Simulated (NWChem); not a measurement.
# A calculation on hydrogen cyanide (CHN)

```
C
N 1 1.1538
H 1 1.0796 2 180.00
```
Charge 0, spin multiplicity 1.

All runs are NWChem calculations. The geometry was optimised at PBE0/def2-SVP, a minimum by its harmonic frequencies.

The stability of the SCF solutions was not checked. Open-shell Hartree-Fock references start from PBE0 orbitals.

Worked example. At HF/def2-TZVP the molecule has a total energy of -92.91091 Ha and the free atoms (multiplicities C 3, N 4, H 2) N -54.40275, C -37.69248, H -0.49981 Ha. The electronic atomisation energy is the atoms' sum less the molecule's energy.

1·(-37.69248) + 1·(-54.40275) + 1·(-0.49981) = -92.59504 Ha for the atoms; less the molecule's energy this leaves 0.31587 Ha, or 198.2 kcal/mol (829 kJ/mol), without zero-point, thermal or spin-orbit terms.
